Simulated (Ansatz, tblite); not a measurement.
Isomers of SiC2 (singlet), found by a short tight-binding search and relaxed with PBE-D4/def2-TZVP in Ansatz.

The xTB rows come from tblite. LC-ωPBE has ω = 0.4 bohr⁻¹. Correlated methods freeze 7 core orbitals.

Run but left out: HF/def2-TZVPP (B: restricted singlet, unstable towards broken spin symmetry).

A: At CCSD(T)/def2-TZVPP T1 of the charge 0 singlet is large (up to 0.022), so the single-reference result is doubtful. B: At CCSD(T)/def2-TZVPP T1 of the charge 0 singlet is large (up to 0.021), so the single-reference result is doubtful. At CCSD(T)/def2-TZVPP the restricted singlet (for correlated methods, its reference) is unstable: a solution with broken spin symmetry lies lower.

Other spin states were run for one of them alone.

A:

| atom | x (Å) | y (Å) | z (Å) |
| --- | --- | --- | --- |
| Si1 | -1.163 | 0.653 | -0.267 |
| C2 | 0.906 | -0.360 | 0.692 |
| C3 | 0.257 | -0.293 | -0.424 |

B:

```csv
atom,x (Å),y (Å),z (Å)
Si1,-0.639,-0.654,-0.711
C2,0.284,-0.124,0.803
C3,0.355,0.779,-0.092
```

**Question.** Estimate which lies lowest at each level, and how far above it the others are (eV).

**Answer.** 
| level | A | B |
| --- | --- | --- |
| GFN1-xTB | 0.00 | 0.38 |
| GFN2-xTB | 0.00 | 1.14 |
| PBE-D4/def2-TZVP | 0.04 | 0.00 |
| r2SCAN-D4/def2-TZVP | 0.05 | 0.00 |
| PBE0-D4/def2-TZVP | 0.09 | 0.00 |
| BHLYP-D4/def2-TZVP | 0.01 | 0.00 |
| LC-ωPBE/def2-TZVP | 0.25 | 0.00 |
| MP2/def2-TZVPP | 0.15 | 0.00 |
| CCSD/def2-TZVPP | 0.11 | 0.00 |
| CCSD(T)/def2-TZVPP | 0.08 | 0.00 |
Point groups (tolerance 0.1 Å): A Cs, B C2v. Lower isomers may exist.
